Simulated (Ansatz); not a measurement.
C2H2O, singlet: CASSCF and its corrections

Computed with Ansatz's Gaussian-basis code (development build); CASPT2, NEVPT3, NEVPT4(SD) by development code. Basis cc-pVTZ, nonrelativistic, 3 orbitals frozen in the corrections. State-specific CASSCF; RHF is the lowest restricted (open-shell) Hartree–Fock solution met. Solutions may break the symmetry of the shape. The lowest solution met needn't be the lowest there is, nor hold the orbitals that a chemist would pick.

Geometry:

```xyz
5

C     0.0126   -0.0010   -1.2038
C    -0.0055   -0.0090    0.0819
H     0.0116    0.9491   -1.7659
H    -0.0103   -0.9361   -1.7701
O    -0.0126   -0.0128    1.2874
```

**Question.** What do CASSCF and its corrections give against RHF in CAS(6,5), and what are the occupations?

**Answer.** CASSCF -1.902 eV, SC-NEVPT2 -14.502 eV, FIC-NEVPT2 -14.546 eV, NEVPT3 -15.081 eV, NEVPT4(SD) -15.554 eV, CASPT2 (IPEA 0) -14.653 eV; occupations 1.99, 1.97, 1.94, 0.06, 0.05. The MRCI reference weight is 0.896.

**Question.** Roughly how much CPU time does a whole run from the default start take (median of such runs, summed over threads; nearly all runs on one pinned thread of a shared server, mostly Xeon at 2.3 to 2.6 GHz, by a development driver)?

**Answer.** CAS(6,5): about 12 s. Other jobs ran beside these, and the count of passes differs.
